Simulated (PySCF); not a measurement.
Compound: NO+, NO (charge +1).
InChI=1S/NO/c1-2/q+1

The calculation used BHandHLYP/def2-TZVP geometry optimisation, gas phase in PySCF 2.14.0.

Take the most abundant isotopes and a rigid rotor. 

Question: What are the moment of inertia and the rotational constant?

Answer: I = 8.085 u·Å², B = 505379 MHz·u·Å²/I = 62510 MHz (2.0851 cm⁻¹, or 3.000 K as hB/k). For two atoms I = μr² with μ = 7.4664 u and r = 1.0406 Å.

Question: List the first levels of a rigid rotor in a Σ state.

Answer: E(J) = BJ(J+1): J = 1: 4.170, J = 2: 12.511, J = 3: 25.021, J = 4: 41.702, J = 5: 62.554, J = 6: 87.575 cm⁻¹.

Question: Where do the first rotational lines fall?

Answer: The dipole is 0.44 D (about the centre of mass, as the species is charged); J+1 ← J lies at 2B(J+1): 1 ← 0 at 125.02 GHz, 2 ← 1 at 250.04 GHz, 3 ← 2 at 375.06 GHz, 4 ← 3 at 500.08 GHz, 5 ← 4 at 625.10 GHz, 6 ← 5 at 750.12 GHz.

Stationary, but not proved a minimum. Isolated species at its BHandHLYP/def2-TZVP geometry, gas phase. Constants of a rigid frame at the computed geometry: no zero-point averaging, no centrifugal distortion.

On one thread, Arm Neoverse V1 (aarch64), on a shared host, this took 1.5 s of wall time and 0.25 GiB of memory at its peak. These figures are those of the optimisation.
